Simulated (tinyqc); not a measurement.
Worked calculation: geometry optimisation on the RHF/sto-3g surface (energies and gradients from PySCF), for BH, spin multiplicity 1. Computed by tinyqc, a small Python program that keeps every step (integrals from PySCF). Settings: charge = 0, multiplicity = 1, basis = sto-3g, optimiser = bfgs, first Hessian = 1.0, largest step = 0.3, iteration cap = 30. Command: `OMP_NUM_THREADS=1 python tinyqc.py 26284 26285 out.jsonl` (the two numbers bound the seeds that draw the settings). One thread of a shared host (Intel(R) Xeon(R) Processor @ 2.60GHz), about 0.2 s of CPU time with the checks.

positions at the start (bohr), order 1B, 2H:
$$\begin{pmatrix}
0.000000 & 0.000000 & 0.000000 \\
0.000000 & 0.000000 & 2.398062
\end{pmatrix}$$

Stop when the largest gradient component is below 3e-5 hartree/bohr. The inverse Hessian follows the BFGS update with s = step, y = change of gradient.

Course of the optimisation:
```
step   E (hartree)  largest gradient (hartree/bohr)
1     -24.75139645                         2.87e-02
2     -24.75263474                         1.41e-02
3     -24.75298079                         1.77e-03
4     -24.75298595                         9.29e-05
5     -24.75298596                         5.75e-07
```

Can the last value be used, and what does the course show?

Yes. Converged in 5 steps.
